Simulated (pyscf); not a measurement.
**Substitution at O: HO–Ta(F)(F)(F)–F (SMILES [OH][Ta]([F])([F])([F])[F]) + H• (SMILES [H]) → H₂O (SMILES O) + [F–Ta(F)(F)–F]• (SMILES [F][Ta]([F])([F])[F])**

Gas phase, doublet surface, charge 0. Bonds broken: O1–Ta2. Bonds formed: O1–H8. PySCF, gas phase, ωB97X-D3(BJ)/def2-SVP geometries.

Transition state (Å):

```xyz
8

O     -0.9154     0.7049     1.4204
Ta     0.5961    -0.3492     0.4029
F      1.1673    -0.9267     2.1035
F     -0.5262    -0.5545    -1.0818
F      1.8186    -1.5606    -0.3454
F      1.3781     1.3286     0.1593
H     -0.9632     0.7428     2.3875
H     -1.0615    -0.6976     1.2396
```

One imaginary mode, 787i cm⁻¹; descent along it reached the two sides named, in the forms told below.

```csv
bond,change,reactant side (Å),saddle,product side
O1–Ta2,breaks,1.876,2.105,2.315
O1–H8,forms,4.4,1.422,0.967
```

Electronic energies relative to the separated reactants (eV):

| level | barrier | reaction energy | reverse barrier |
|---|---|---|---|
| ωB97X-D3(BJ)/def2-TZVP | 0.41 | -0.21 | 0.62 |
| PBE/def2-TZVP | 0.22 | -0.23 | 0.44 |
| r²SCAN/def2-TZVP | 0.21 | -0.19 | 0.40 |
| B3LYP-D3(BJ)/def2-TZVP | 0.28 | -0.36 | 0.64 |
| PBE0-D3(BJ)/def2-TZVP | 0.32 | -0.30 | 0.62 |
| M06-2X/def2-TZVP | 0.43 | -0.49 | 0.92 |
| ωB97M-D3(BJ)/def2-TZVP | 0.42 | -0.39 | 0.82 |
| HF/def2-TZVP | 1.17 | -0.48 | 1.64 |

With ωB97M-D3(BJ)/def2-TZVP energies and thermal terms (ideal gas, 1 atm, RRHO with modes under 100 cm⁻¹ raised to 100, one conformer, R ln 2 for chiral ones without a mode under 150 cm⁻¹), in eV:

```json
[
 {"T (K)": "298", "ΔH‡": "0.50", "ΔG‡": "0.80", "ΔH": "-0.20", "ΔG": "-0.35"},
 {"T (K)": "600", "ΔH‡": "0.45", "ΔG‡": "1.12", "ΔH": "-0.26", "ΔG": "-0.48"},
 {"T (K)": "900", "ΔH‡": "0.42", "ΔG‡": "1.46", "ΔH": "-0.33", "ΔG": "-0.58"},
 {"T (K)": "1200", "ΔH‡": "0.40", "ΔG‡": "1.81", "ΔH": "-0.39", "ΔG": "-0.65"}
]
```

On the product side the descent ends in an adduct with a O–Ta contact (not fully relaxed), 0.83 eV under the separated species and 1.46 eV under the saddle at ωB97X-D3(BJ)/def2-TZVP. What is counted as broken (O–Ta) persists as a longer contact in the product adduct; parting that adduct is a step of its own. At the saddle there is also a short H–Ta contact that neither side keeps. One saddle was located; it need not be the lowest between these sides. The angle at the attacked O is 61° (front-side attack). Open-shell species with a d-block atom are single-reference here; other states, and whether the spin sits on metal or ligand, were not checked. Elements past Kr carry the def2 core potentials, without spin-orbit coupling.
